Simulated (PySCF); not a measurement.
# Core-level binding energies of `Clc1cc[n-]n1`

C3H2ClN2 (charge -1).
Structure used (GFN2-xTB), in Å, numbered top down from 1:
```
atom  x, y, z in Å
Cl1    2.6606   -0.0108    0.7466
C2     0.9625   -0.2373    0.4783
C3    -0.0036    0.7621    0.4785
C4    -1.1525    0.0213    0.2179
N5    -0.8629   -1.2743    0.0828
N6     0.4543   -1.4394    0.2442
H7     0.1214    1.8186    0.6389
H8    -2.1708    0.3693    0.1230
```

Computed, not measured: PySCF, delta-SCF UKS SCAN, pcX-2 on the ionised atom, pcseg-1 elsewhere, spin-free X2C. Binding energies are ΔSCF values: E(core-ionised, relaxed orbitals) − E(ground state) at a fixed geometry, referred to the vacuum level.

Q: List the computed XPS lines with their assignment.

A: 
```
atom(s)                          environment     level  binding energy (eV)  2p1/2 (eV)  above the level's lowest (eV)  count
    Cl1                        aryl chlorine  Cl 2p3/2               201.54      203.19                           0.00      1
     C3                   aromatic CH carbon      C 1s               284.85           –                           0.00      1
     C4  aromatic CH next to a ring nitrogen      C 1s               285.27           –                          +0.42      1
     C2                 aromatic C–Cl carbon      C 1s               286.49           –                          +1.64      1
     N5         two-coordinate ring nitrogen      N 1s               398.97           –                           0.00      1
     N6                        ring nitrogen      N 1s               399.05           –                          +0.08      1
    Cl1                        aryl chlorine     Cl 1s              2824.15           –                           0.00      1
```

Lowest listed C 1s: C3, bonded to 2 C (aromatic in the SMILES) and H. Highest, 1.64 eV above it: C2, bonded to Cl, N (aromatic in the SMILES) and C (aromatic in the SMILES). The widest gap between neighbouring values is 1.22 eV, between 285.27 and 286.49 eV. Summing the Pauling electronegativity differences to the bonded atoms, each weighted by its formal bond order, gives -0.35 for the lowest site and +1.35 for the highest; no listed site has a larger sum than the highest.

The 2 N 1s values lie within 0.08 eV of each other; Gaussian lines of 0.5 eV full width would blend them into one maximum.

Q: Which effective nuclear charge Zeff reproduces each element's mean 1s value in the hydrogen-like formula E = 13.606 eV × Zeff²?

A: C (Z = 6): mean 285.5 eV, Zeff = 4.58, Z − Zeff = 1.42; N (Z = 7): mean 399.0 eV, Zeff = 5.42, Z − Zeff = 1.58; Cl (Z = 17): mean 2824.1 eV, Zeff = 14.41, Z − Zeff = 2.59. Means run over the listed sites, weighted by atom count.

The 2p values aren't plain energy differences: one relaxed spin-free 2p hole is combined with a matrix within the shell (ground-state 2p orbital-energy differences and spin–orbit coupling). 2p3/2, the mean of its two sublevels, lies a third of the splitting below the shell's mean and 2p1/2 two thirds above it; the statistical areas are 2:1. 2p1/2 minus 2p3/2 (ligand field included): Cl 1.65 eV. The species carries charge -1, so core ionisation leaves a neutral species. The basis sets have no added diffuse functions. Isolated species at its GFN2-xTB geometry, gas phase.

Time: 32 s. Hardware: one thread of an Arm Neoverse V1, on a shared host.
